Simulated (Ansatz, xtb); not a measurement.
CH3NS−: where a starting geometry ends

The starting geometry of this gas-phase doublet was built from a drawn formula by distance geometry and a force field; its bonds are those of `[CH2][N-]S`.

```xyz
6

C    -0.9035   -0.0423    1.4162
N    -1.9749   -0.7626    1.6496
S    -2.1222   -1.9669    0.3654
H    -0.2001   -0.0766    0.5763
H    -0.6812    0.7907    2.1010
H    -3.2218   -2.5309    0.8072
```

Where would you expect an optimisation with r2SCAN-D4/def2-SVPD to take it?

It falls apart into CH2N + HS (formulas without charges). Contacts that open: N2–S3 (1.77 → 4.29 Å).

The energy falls by 1.66 eV over 36 steps:

| step | E − E(last) (eV) |
| --- | --- |
| 1 | 1.660 |
| 5 | 1.086 |
| 9 | 0.520 |
| 13 | 0.492 |
| 17 | 0.299 |
| 20 | 0.101 |
| 24 | 0.003 |
| 28 | 0.001 |
| 32 | 0.000 |
| 36 | 0.000 |

Final geometry (Å):

```xyz
6

C    -1.1356    0.1285    1.7545
N    -1.7137    0.5889    2.7450
S    -1.7368   -2.3739   -0.3642
H    -1.4833   -0.7727    1.1047
H    -0.1727    0.5563    1.3691
H    -2.8617   -2.7157    0.3065
```

From the same start GFN2-xTB reaches the same bonding as this run.

The end wasn't checked by frequencies. Open shells are spin-unrestricted. Run with Ansatz 0.2.0, 3 min on 2 threads of Arm Neoverse V1 (shared host).
